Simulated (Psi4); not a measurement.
**A workflow on Si3H7 (SMILES [SiH3][SiH][SiH3]), part 1 of 2**

Wanted: a structure relaxation (doublet Si3H7, U-wB97X-D/def2-SVPD), then a single-point energy (singlet [Si3H7]+, wB97X-D/def2-SVPD), then a structure relaxation (singlet [Si3H7]+, wB97X-D/def2-SVPD), then a single-point energy (singlet [Si3H7]−, wB97X-D/def2-SVPD), then a geometry optimisation (singlet [Si3H7]−, wB97X-D/def2-SVPD) of H7Si3. 

The results are computed with Psi4 1.11.

## 1. The molecule

Si3H7: 10 atoms, total charge 0, spin state doublet. As SMILES, `[SiH3][SiH][SiH3]`. The shape is that of a PBE0-D4/def2-TZVP optimisation. The run starts from this shape.

Bond lengths: Si1–Si2 2.324 Å, Si2–Si3 2.324 Å, Si1–H4 1.487 Å, Si1–H5 1.487 Å, Si1–H6 1.490 Å, Si2–H7 1.491 Å, Si3–H8 1.487 Å, Si3–H9 1.490 Å, Si3–H10 1.487 Å. Some angles: Si1–Si2–Si3 117.3°, Si1–Si2–H7 113.2°, Si3–Si2–H7 113.2°, Si2–Si1–H4 108.6°, Si2–Si1–H5 110.1°, Si2–Si1–H6 112.2°, Si2–Si3–H8 108.6°, Si2–Si3–H9 112.2°, Si2–Si3–H10 110.1°, H4–Si1–H5 109.1°.

## 2. A structure relaxation at U-wB97X-D/def2-SVPD (density fitting) (run 1)

input.dat reads:

```
memory 1600 mb

molecule m {
  0 2
  Si    -1.326900     0.854900    -1.209200
  Si     0.719400    -0.131600    -0.719600
  Si     1.000400    -1.003300     1.416100
  H     -2.411900    -0.065200    -0.777100
  H     -1.443700     1.089800    -2.673000
  H     -1.505500     2.157900    -0.508900
  H      1.885800     0.672200    -1.184600
  H     -0.178100    -1.849500     1.741300
  H      1.115000     0.064100     2.449300
  H      2.228500    -1.840300     1.468800
  symmetry c1
}

set basis def2-SVPD
set reference uks

E, wfn = opt('wb97x-d', return_wfn=True)
```

Run with:

```
$ psi4 input.dat output.dat -n 1
```

output.dat:

```text
[...]
  Running in c1 symmetry.
[...]
  Nuclear repulsion =  181.672879634674331
[...]
  Multiplicity = 2
[...]
  Nalpha       = 25
  Nbeta        = 24
[...]
    Number of basis functions: 128
[...]
   @DF-UKS iter   1:  -872.32062994036596   -7.14086e-01   1.36198e-03 ADIIS/DIIS
[...]
   @DF-UKS iter   7:  -872.35067342840409   -6.25278e-12   3.64680e-09 DIIS
[...]
   @S^2 Observed:                7.535257968E-01
[...]
  @DF-UKS Final Energy:  -872.35067342840409
   => Energetics <=
    Nuclear Repulsion Energy =            181.0377305158426111
    One-Electron Energy =               -1567.9446400443725906
    Two-Electron Energy =                 561.5798422801566403
    DFT Exchange-Correlation Energy =     -47.0198791019686055
    Empirical Dispersion Energy =          -0.0037270780621561
    VV10 Nonlocal Energy =                  0.0000000000000000
    Total Energy =                       -872.3506734284040931
[...]
 Multipole Moments:
 ------------------------------------------------------------------------------------
     Multipole            Electronic (a.u.)      Nuclear  (a.u.)        Total (a.u.)
 ------------------------------------------------------------------------------------
 L = 1.  Multiply by 2.5417464519 to convert [e a0] to [Debye]
 Dipole X            :          1.1145230           -1.1032460            0.0112770
 Dipole Y            :         -0.7741088            0.7956139            0.0215051
 Dipole Z            :         -1.5358588            1.5410838            0.0052251
 Magnitude           :                                                    0.0248383
[...]
  -Total Gradient:
     Atom            X                  Y                   Z
    ------   -----------------  -----------------  -----------------
       1       -0.000055876479     0.000014081666    -0.000019920737
       2       -0.000026742084    -0.000114836463    -0.000057589071
       3        0.000005391960    -0.000035200897     0.000050114634
       4       -0.000010250795    -0.000000862794    -0.000006197942
       5        0.000008253698    -0.000072888245    -0.000011298454
       6        0.000006935201    -0.000051898107    -0.000043692267
       7       -0.000017122758    -0.000065008278    -0.000030763015
       8        0.000001062543    -0.000009943170     0.000006657816
       9        0.000007553207    -0.000052506559    -0.000043211451
      10       -0.000028429769    -0.000043237518    -0.000053209417
[...]
```

The script printed:

```text
Optimizer: Optimization complete!
```

Run time: 66 s. Hardware: 1 thread of Intel Xeon 6975P-C (Granite Rapids), shared host; peak memory 1.2 GiB.

Step by step:

```csv
step,energy from the first frame kept (eV),largest force (eV/Å)
0,0.0000,0.1071
1,-0.0019,0.0443
2,-0.0021,0.0121
3,-0.0021,0.0090
4,-0.0022,0.0068
```

After the run. Bond lengths: Si1–Si2 2.336 Å, Si2–Si3 2.336 Å, Si1–H4 1.491 Å, Si1–H5 1.490 Å, Si1–H6 1.493 Å, Si2–H7 1.495 Å, Si3–H8 1.491 Å, Si3–H9 1.493 Å, Si3–H10 1.490 Å. Some angles: Si1–Si2–Si3 116.5°, Si1–Si2–H7 112.8°, Si3–Si2–H7 112.8°, Si2–Si1–H4 108.9°, Si2–Si1–H5 110.2°, Si2–Si1–H6 111.8°, Si2–Si3–H8 108.9°, Si2–Si3–H9 111.8°, Si2–Si3–H10 110.2°, H4–Si1–H5 109.0°.

## 3. The singlet cation: the energy at wB97X-D/def2-SVPD (density fitting) (run 2)

calc.inp reads:

```
memory 1600 mb

molecule mol {
  1 1
  Si    -1.333078     0.853129    -1.207007
  Si     0.731800    -0.128235    -0.728224
  Si     0.995845    -1.006172     1.420157
  H     -2.418428    -0.063699    -0.755710
  H     -1.467859     1.077974    -2.674264
  H     -1.499847     2.163836    -0.511134
  H      1.888403     0.716341    -1.155798
  H     -0.196447    -1.837683     1.750696
  H      1.123245     0.069581     2.448033
  H      2.214766    -1.861875     1.479883
  symmetry c1
}

set globals {
  basis def2-SVPD
}

e_tot = energy("wb97x-d")
```

Run with:

```
$ psi4 -n 1 calc.inp calc.out
```

calc.out:

```text
[...]
  Running in c1 symmetry.
[...]
  Nuclear repulsion =  181.037733517892946
[...]
  Multiplicity = 1
[...]
  Nalpha       = 24
  Nbeta        = 24
[...]
    Number of basis functions: 128
[...]
   @DF-RKS iter   1:  -872.01299215153801   -4.29625e-01   1.53767e-03 DIIS/ADIIS
[...]
   @DF-RKS iter   8:  -872.05729721776368   -1.34228e-07   4.43082e-07 DIIS
[...]
    Orbital Energies [Eh]
    ---------------------
    Doubly Occupied:
       1A    -66.541477     2A    -66.453588     3A    -66.453562
       4A     -5.671710     5A     -5.587188     6A     -5.587168
       7A     -4.026328     8A     -4.015223     9A     -4.014848
      10A     -3.936484    11A     -3.936467    12A     -3.933885
      13A     -3.933875    14A     -3.933513    15A     -3.933509
      16A     -0.876805    17A     -0.814800    18A     -0.761314
      19A     -0.637127    20A     -0.614983    21A     -0.608820
      22A     -0.603296    23A     -0.594813    24A     -0.568851
[...]
  @DF-RKS Final Energy:  -872.05729721776368
   => Energetics <=
    Nuclear Repulsion Energy =            181.0377335178929457
    One-Electron Energy =               -1557.9340579843342312
    Two-Electron Energy =                 551.7248425302628903
    DFT Exchange-Correlation Energy =     -46.8820882036560462
    Empirical Dispersion Energy =          -0.0037270779293179
    VV10 Nonlocal Energy =                  0.0000000000000000
    Total Energy =                       -872.0572972177636757
[...]
 Multipole Moments:
 ------------------------------------------------------------------------------------
     Multipole            Electronic (a.u.)      Nuclear  (a.u.)        Total (a.u.)
 ------------------------------------------------------------------------------------
 L = 1.  Multiply by 2.5417464519 to convert [e a0] to [Debye]
 Dipole X            :          1.5704312           -1.1032471            0.4671841
 Dipole Y            :         -0.8596646            0.7956146           -0.0640500
 Dipole Z            :         -2.0005630            1.5410833           -0.4594796
 Magnitude           :                                                    0.6583957
[...]
```

It took 9.6 s on 1 thread of Intel Xeon 6975P-C (Granite Rapids), shared host; peak memory 1.1 GiB.

## 4. The singlet cation: a structure relaxation at wB97X-D/def2-SVPD (density fitting) (run 3)

run.py reads:

```python
import psi4

psi4.set_memory('1600 MB')
psi4.set_num_threads(1)
psi4.core.set_output_file('h7si3.out', False)

geom = psi4.geometry("""
1 1
Si    -1.333078     0.853129    -1.207007
Si     0.731800    -0.128235    -0.728224
Si     0.995845    -1.006172     1.420157
H     -2.418428    -0.063699    -0.755710
H     -1.467859     1.077974    -2.674264
H     -1.499847     2.163836    -0.511134
H      1.888403     0.716341    -1.155798
H     -0.196447    -1.837683     1.750696
H      1.123245     0.069581     2.448033
H      2.214766    -1.861875     1.479883
symmetry c1
""")

psi4.set_options({
    'reference': 'rks',
    'geom_maxiter': 50,
})

e, wfn = psi4.optimize('wb97x-d/def2-SVPD', return_wfn=True)
print(f'wb97x-d/def2-SVPD energy: {e:.10f} Eh')
print(geom.to_string(dtype='xyz', units='Angstrom'))
for k, v in sorted(psi4.core.scalar_variables().items()):
    print(f'{k:45s} {v:18.10f}')
```

Run with:

```
$ python run.py
```

h7si3.out:

```text
[...]
  Running in c1 symmetry.
[...]
  Nuclear repulsion =  181.037733517892946
[...]
  Multiplicity = 1
[...]
  Nalpha       = 24
  Nbeta        = 24
[...]
    Number of basis functions: 128
[...]
   @DF-RKS iter   1:  -872.01299215153801   -4.29625e-01   1.53767e-03 DIIS/ADIIS
[...]
   @DF-RKS iter   7:  -872.07909388362964   -3.81988e-11   4.36842e-09 DIIS
[...]
  @DF-RKS Final Energy:  -872.07909388362964
   => Energetics <=
    Nuclear Repulsion Energy =            177.4628840470000739
    One-Electron Energy =               -1551.0168412819521109
    Two-Electron Energy =                 548.3655957368100644
    DFT Exchange-Correlation Energy =     -46.8872088937574247
    Empirical Dispersion Energy =          -0.0035234917301031
    VV10 Nonlocal Energy =                  0.0000000000000000
    Total Energy =                       -872.0790938836296391
[...]
 Multipole Moments:
 ------------------------------------------------------------------------------------
     Multipole            Electronic (a.u.)      Nuclear  (a.u.)        Total (a.u.)
 ------------------------------------------------------------------------------------
 L = 1.  Multiply by 2.5417464519 to convert [e a0] to [Debye]
 Dipole X            :          0.6032134           -0.3782627            0.2249507
 Dipole Y            :          0.2994080           -0.1728877            0.1265203
 Dipole Z            :         -0.3228421            0.2129678           -0.1098743
 Magnitude           :                                                    0.2805041
[...]
  -Total Gradient:
     Atom            X                  Y                   Z
    ------   -----------------  -----------------  -----------------
       1        0.000014547209     0.000013519343    -0.000008832249
       2        0.000003962019     0.000001951227    -0.000002132137
       3        0.000018820319     0.000010126785    -0.000004005037
       4        0.000009767946     0.000002817600    -0.000014255566
       5        0.000007417896     0.000002954279    -0.000005858204
       6        0.000009575050     0.000005379337    -0.000002670693
       7        0.000007884244     0.000007411247    -0.000001752913
       8        0.000015644708    -0.000001884085    -0.000007623031
       9        0.000008023901     0.000006623469    -0.000004422940
      10        0.000008489127     0.000002097261    -0.000004658366
[...]
```

Run time: 2.7 min. Hardware: 1 thread of Intel Xeon 6975P-C (Granite Rapids), shared host; peak memory 1.2 GiB.

Steps, from the record of the run:

```csv
step,energy from the first frame kept (eV),largest force (eV/Å)
0,0.0000,1.9888
1,-0.4192,1.1154
2,-0.5602,0.3503
3,-0.5790,0.1184
4,-0.5862,0.0817
5,-0.5884,0.0546
6,-0.5893,0.0137
7,-0.5896,0.0107
8,-0.5901,0.0130
9,-0.5918,0.0186
10,-0.5924,0.0101
11,-0.5927,0.0052
12,-0.5928,0.0064
13,-0.5928,0.0056
14,-0.5930,0.0033
15,-0.5931,0.0030
16,-0.5931,0.0018
17,-0.5931,0.0011
```

After the run. Bond lengths: Si1–Si2 2.370 Å, Si2–Si3 2.370 Å, Si1–H4 1.479 Å, Si1–H5 1.484 Å, Si1–H6 1.486 Å, Si2–H7 1.489 Å, Si3–H8 1.479 Å, Si3–H9 1.486 Å, Si3–H10 1.484 Å. Some angles: Si1–Si2–Si3 132.2°, Si1–Si2–H7 113.9°, Si3–Si2–H7 113.9°, Si2–Si1–H4 107.7°, Si2–Si1–H5 103.4°, Si2–Si1–H6 102.5°, Si2–Si3–H8 107.7°, Si2–Si3–H9 102.5°, Si2–Si3–H10 103.4°, H4–Si1–H5 114.5°.

(Continued in part 2 of 2.)
